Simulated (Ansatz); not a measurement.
in.yaml

```yaml
crystal:
  periodic: [false, false, false]
  atoms:
    - {symbol: O, position_ang: [-1.071635, -0.027457, 0.000000]}
    - {symbol: H, position_ang: [-1.320944, 0.899119, 0.000000]}
    - {symbol: H, position_ang: [-0.071635, -0.027457, 0.000000]}
    - {symbol: O, position_ang: [1.159365, -0.027457, 0.000000]}
basis:
  gaussian: {orbitals: STO-3G, point_charges: [{charge: -0.50, position_ang: [4.259, 0.370, -0.976]}]}
magnetization: {spin_polarized: true, initial_magnetization: 2}
correlation: {method: bccd_t, electrons: outside_noble_gas}
accuracy: high
scf: {omitted_lower_state_checks: [cluster_reference]}
output: {forces: true}
```

```sh
$ ansatz run in.yaml --threads 1 --pin off --events-out ev --progress --plain --max-ram 2393MiB
```

Log:

```
these checks for a lower state are left out or cut short: cluster_reference
182 factors; integrals over basis functions are off by at most 3.8e-8 eV
mean field evaluation 1: about -4045.4259 eV, gradient 1.3e1 eV
mean field evaluation 2: about -4045.4763 eV, gradient 1.3e1 eV
mean field evaluation 4: about -4046.9889 eV, gradient 1.3e0 eV
mean field evaluation 8: about -4047.0290 eV, gradient 1.6e-1 eV
mean field evaluation 16: about -4047.0527 eV, gradient 5.1e-3 eV
mean field evaluation 32: about -4047.0527 eV, gradient 1.1e-2 eV
mean field evaluation 64: about -4046.9416 eV, gradient 1.3e0 eV
mean field -4047.05272325 eV, -148.7264443886 hartree, gradient 2.3e-8 eV, S^2 2.014879; 8 other end points of the search recorded, 0 dependent functions left out
2 core orbitals not correlated: weight in the atoms' cores, before any rotation towards them, 1.000 or more for the frozen orbitals, at most 0.000 for the correlated occupied ones
reference -4047.05272325 eV, -148.7264443886 hartree; 8, 6 occupied and 2, 4 virtual orbitals, 182 factors
second order -1.03290164 eV of doubles, -0.00000000 eV of singles
cycle   1  -1.30564610 eV  change   -2.7e-1 eV  update   4.0e-2
cycle   2  -1.45084661 eV  change   -1.5e-1 eV  update   1.8e-2
cycle   3  -1.46462456 eV  change   -1.4e-2 eV  update   7.1e-3
...
cycle  54  -1.46542872 eV  change    2.4e-9 eV  update   1.2e-8
cycle  55  -1.46542872 eV  change   3.8e-10 eV  update   8.7e-9
cycle  56  -1.46542872 eV  change   -1.1e-9 eV  update   6.3e-9
cycle  57  -1.46542872 eV  change  -8.8e-10 eV  update   5.1e-9
cycle  58  -1.46542872 eV  change   5.4e-10 eV  update   4.3e-9
cycle  59  -1.46542872 eV  change   3.8e-10 eV  update   3.9e-9
cycle  60  -1.46542872 eV  change  -5.5e-11 eV  update   3.6e-9
cycle  61  -1.46542872 eV  change  -8.2e-10 eV  update   2.9e-9
cycle  62  -1.46542872 eV  change  -1.4e-10 eV  update   2.3e-9
cycle  63  -1.46542872 eV  change   3.2e-10 eV  update   1.3e-9
perturbative correction -0.00744564 eV, -0.0002736220 hartree
the calculation of the forces begins
Total energy: -4048.52559761 eV, -148.7805715228 hartree
Atom 0 at    -1.071635    -0.027457     0.000000 Å, force    -3.295010    -4.412934     0.020798 eV/Å
Atom 1 at    -1.320944     0.899119     0.000000 Å, force    -0.268497     3.818451    -0.007343 eV/Å
Atom 2 at    -0.071635    -0.027457     0.000000 Å, force    -0.943051     0.525080    -0.026219 eV/Å
Atom 3 at     1.159365    -0.027457     0.000000 Å, force     4.547869     0.067192     0.001075 eV/Å
Dipole moment:     0.239161     0.248312    -0.002390 e Å
Checks for a lower state left out: cluster_reference
```

Forces (eV/Å):
```
O   -3.295 -4.413  0.021
H   -0.268  3.818 -0.007
H   -0.943  0.525 -0.026
O    4.548  0.067  0.001
```

Ran on 1 thread of Arm Neoverse V1, shared host: 0.66 s wall, 0.16 GiB peak host memory.
